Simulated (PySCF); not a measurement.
C₄H₁₁N (charge +1 and doublet state).
Z-matrix (Å and degrees, GFN2-xTB geometry), rows numbered from 1:
```
C 
N   1  1.4053
C   2  1.4101  1  125.49
C   3  1.5140  2  114.12  1    -4.70
C   3  1.5421  2  110.31  1  -133.80
H   1  1.0874  2  110.87  3  -176.72
H   1  1.1016  2  111.01  3    61.88
H   1  1.0980  2  111.13  3   -54.28
H   2  1.0133  1  117.98  3  -174.91
H   3  1.1114  2  106.79  1   113.91
H   4  1.0894  3  110.78  2   -60.33
H   4  1.0884  3  112.16  2    60.39
H   4  1.0861  3  109.67  2  -179.73
H   5  1.0854  3  109.75  2  -172.57
H   5  1.0878  3  109.28  2    68.06
H   5  1.0870  3  111.70  2   -52.50
```

The hyperfine couplings belong to this conformer and change with its torsions.

The species is `C[NH+]C(C)C` [radical] (charge +1).

Method: UKS B3LYP, pcH-1 on C H N, non-relativistic, mean-field spin-orbit, GIAO (PySCF 2.14.0). The structure is a single GFN2-xTB conformer in the gas phase; no vibrational or solvent corrections. A GFN2-xTB geometry isn't a minimum of the functional, and hyperfine couplings can be far from their values at a DFT geometry, by a factor of two or more for some ions and for spin on atoms past the first row. No stability test was run, so a lower SCF solution isn't excluded.

Principal values of hyperfine tensors in MHz (contact and dipolar terms together), for some of the nuclei:

```
atom  isotope       A1      A2      A3
 H10       1H   251.53  255.74  272.93
  H7       1H   190.45  194.26  209.23
  H8       1H   146.49  150.30  164.86
  H9       1H  -102.90  -69.59   -4.97
  C5      13C    34.59   34.87   56.97
  N2      14N    -1.80   -1.60  114.15
  C1      13C   -40.04  -33.80  -25.83
  C3      13C   -39.79  -34.42  -20.01
```

(1) Split each tensor into its isotropic and traceless parts, and turn a_iso into mT with g = 2.0035.

(2) What spin density at the nucleus of H10 lies behind its contact coupling (g_N = 5.58569)?

(3) H11 (1H, g_N = 5.58569) isn't in the table. Its spin density at the nucleus is 0.003607 bohr⁻³. What is its contact coupling?

(4) Name the largest traceless tensor T of the table and describe it.

(5) In a single crystal, with the field along each principal axis of the tensor of H8 in turn, what first-order splitting does this nucleus give (isotropic g, quadrupole terms neglected)?

Results:

(1) a_iso is a third of the trace, T = A − a_iso, and a(mT) = a(MHz)/(g × 13.996).

```
atom  a_iso (MHz)  a_iso (mT)      T1      T2     T3
 H10       260.07       9.274   -8.53   -4.33  12.86
  H7       197.98       7.060   -7.53   -3.71  11.25
  H8       153.88       5.488   -7.39   -3.58  10.98
  H9       -59.15      -2.110  -43.75  -10.44  54.18
  C5        42.14       1.503   -7.55   -7.27  14.83
  N2        36.92       1.317  -38.72  -38.51  77.24
  C1       -33.22      -1.185   -6.82   -0.58   7.39
  C3       -31.41      -1.120   -8.38   -3.01  11.40
```

(2) a_FC = (2μ0/3) gₑ μB g_N μN ρ(0)/(2S·h) = 800.24 MHz × g_N × ρ(0)/(2S), with ρ in bohr⁻³. With a_FC = 260.07 MHz and 2S = 1, ρ(0) = 0.05818 bohr⁻³. In magnitude that is 18.3 % of the 1/π = 0.318 of a free hydrogen atom.

(3) By the same relation, a_FC = 16.12 MHz. Its full tensor has the principal values 12.86, 14.57, 20.94 MHz.

(4) N2: -38.7, -38.5, 77.2 MHz, axial, in the ratio −1:−1:+2, the form that spin in one p orbital centred on that nucleus gives.

(5) 2 lines (I = 1/2), spaced by |A_i|/(g × 13.996): 5.22, 5.36, 5.88 mT along the axes of A1, A2 and A3.

The run took 30 s of wall time (with the writing of density and orbital grids) on one thread of an Arm Neoverse V2 (shared host), and the process peaked at 0.87 GiB of memory.
